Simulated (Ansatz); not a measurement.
Mulliken charges of C₂H₄OS₂ (`CSC(O)=S`) from B3LYP/def2-TZVPP in Ansatz (PBE0-D4/def2-TZVP geometry).

```tsv
atom	x (Å)	y (Å)	z (Å)	charge (e)
C1	-0.255	0.494	1.419	-0.259
S2	0.973	0.006	0.217	-0.043
C3	-0.001	-0.403	-1.176	0.193
O4	0.750	-0.802	-2.208	-0.204
S5	-1.617	-0.332	-1.279	-0.264
H6	-0.929	-0.336	1.621	0.132
H7	0.299	0.765	2.319	0.120
H8	-0.821	1.347	1.048	0.132
H9	1.690	-0.786	-1.978	0.193
```

**Question.** By hand: the dipole of these point charges (1 e Å = 4.8032 D).

**Answer.** Σ q r = (0.429, 0.119, 0.433) e Å, of length 0.621 e Å = 2.98 D.

**Question.** How does the dipole of the full density compare? (Estimate.)

**Answer.** The calculation gave: (0.500, 0.123, 0.458) e Å, 3.31 D; the point charges give 0.90 times that, at 3° from its direction.

Point charges leave out the atoms' own dipoles, such as those of lone pairs, and Mulliken's split depends on the basis, so the close match here is no proof of good charges.

B3LYP here is the variant with VWN-RPA as its local correlation; programs differ in this.
